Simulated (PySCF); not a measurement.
Static response to an electric field

Species: C₂H₇O₂P.
Structure used (PBE0-D3(BJ)/def2-SVP), in Å, numbered top down from 1:
```xyz
12
C2H7O2P angstrom
C      0.621   -0.153   -1.417
P      0.422    0.187    0.344
C     -1.056   -0.699    0.884
O      1.636   -0.046    1.175
O     -0.072    1.747    0.349
H     -0.270    0.143   -1.987
H      1.491    0.418   -1.774
H      0.820   -1.225   -1.562
H     -1.231   -0.451    1.941
H     -1.935   -0.408    0.292
H     -0.889   -1.782    0.800
H      0.503    2.244    0.947
```

Level: CAM-B3LYP/def2-SVPD (PySCF), static field, nuclei fixed, core orbitals frozen in the response. The polarisability tensor in these axes (au):

```
x   55.74  1.95 -1.10
y    1.95 53.41  0.41
z   -1.10  0.41 57.23
```

Task: Give the principal values, the mean and the anisotropy Δα = √{½[(α1 − α2)² + (α2 − α3)² + (α1 − α3)²]}.

Result: Principal values 52.15, 56.32 and 57.91 au; mean 55.46 au = 8.22 Å³ = 9.14 × 10⁻⁴⁰ C²·m²/J; Δα = 5.16 au (9 % of the mean).

Task: What is the dipole moment, and where does it point?

Result: (-2.55, -0.09, -1.79) D, 3.12 D in size, pointing from the negative to the positive side. Measured along this direction, the outermost atoms are O4 at the negative end and H10 and H6 at the positive end.

Task: In TDDFT the mean static polarisability is Σ f/ω² over all singlet excitations (ω in hartree). How much of it do the 6 lowest give? Their energies (eV) and oscillator strengths: 7.38, 0.0537; 7.74, 0.0566; 8.02, 0.0155; 8.51, 0.0181; 8.60, 0.0056; 8.69, 0.0051.

Result: They add up to 1.90 au, 3.4 % of the 55.46 au; the largest single term is 0.73 au, from the state at 7.38 eV. Terms in order: 0.73, 0.70, 0.18, 0.19, 0.06, 0.05 au. Higher excitations give the rest. The strengths listed sum to 0.154.

Task: Directions of the eigenvectors, and the extent of the frame along each?

Result: Largest value along (-0.56, -0.17, 0.81), where the nuclei span 4.68 Å; middle along (0.65, 0.51, 0.56), 3.31 Å; least along (-0.51, 0.84, -0.18), 2.65 Å. The response follows the extents in order.

Task: What depolarisation ratio follows for Rayleigh scattering of linearly polarised light, taking the static tensor?

Result: ρ = 3Δα²/(45ᾱ² + 4Δα²) = 79.8/(138407 + 106.3) = 0.000576.

Task: Orientational against electronic polarisability at 298 K (dilute gas, rigid molecules)?

Result: In Gaussian units μ²/3kT = 78.71 Å³ against 8.22 Å³, a ratio of 9.58; the Debye molar polarisation (4π/3)N_A(α + μ²/3kT) is 219.3 cm³/mol, leaving out the vibrational part.

The structure is a single PBE0-D3(BJ)/def2-SVP conformer in the gas phase; no vibrational or solvent corrections.
